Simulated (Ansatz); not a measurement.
# H2Se, singlet: the ladder up to full CI

Geometry: a point of a stretch scan, not a stationary point.

```xyz
3

Se    0.0000   -0.0245    0.0010
H     0.0000    1.0020   -1.0467
H     0.0000    0.9195    0.9647
```

Basis 6-31G (Cartesian d functions); Ansatz 0.2.0. Only valence electrons are correlated (noble-gas cores and the filled d shells of p-block atoms frozen), which leaves 8 electrons in 19 orbitals. Prefix R: restricted or restricted open-shell reference. Active spaces: pair = (2e, 2o) about the gap; valence = (8e, 6o) chosen from the atoms' valence shells. No spin–orbit coupling is included, and no scalar relativity.

Full CI is exact within this basis and frozen core; it isn't the basis-set limit.

- UHF ⟨S²⟩: 0.000
- T1 diagnostic (RCCSD): 0.0063
- largest doubles amplitude (RCCSD): 0.062

| level | E − E(full CI) (kJ/mol) | share of correlation (%) | wall time |
| --- | --- | --- | --- |
| RHF | 189.0 | 0.00 | – |
| RMP2 | 43.4 | 77.06 | – |
| CISD | 7.4 | 96.07 | 0.48 s |
| RCCSD | 2.3 | 98.79 | – |
| RCCSD(T) | 0.5 | 99.76 | 0.51 s |
| BCCD(T) | 0.5 | 99.75 | 0.39 s |
| RCCSDT | 0.1 | 99.94 | – |
| RCCSDT(Q) | 0.0 | 99.99 | 0.75 s |
| RCCSDTQ | 0.0 | 100.00 | 4.1 s |
| CASSCF (pair space) | 140.0 | 25.90 | – |
| NEVPT2 (pair space) | 30.5 | 83.87 | 0.72 s |
| MRCISD (pair space) | 4.2 | 97.78 | – |
| MRCISD+Q (pair space) | 0.0 | 99.98 | 0.84 s |
| CASSCF (valence space) | 90.4 | 52.16 | – |
| NEVPT2 (valence space) | 22.2 | 88.25 | 0.6 s |
| MRCISD (valence space) | 2.5 | 98.68 | – |
| MRCISD+Q (valence space) | 0.9 | 99.50 | 0.87 s |

The correlation energy at full CI, counted from RHF, is -1.959 eV. That run took 18 s on 1 thread of Arm Neoverse V1, shared host over 7,518,416 determinants.

Times hold each run's SCF and search for its determinant on a shared host, so for small cases they say little of a method's own cost; they ran on 1 thread of Arm Neoverse V1. Some runs computed forces too.

The full-CI state has the irrep A' of Cs, in the program's axes.

Natural occupations of full CI about the gap: 1.989 1.985 1.970 1.961 0.038 0.026 0.011 0.008 0.004 0.004; effectively unpaired electrons, Σ n²(2−n)², 0.02.
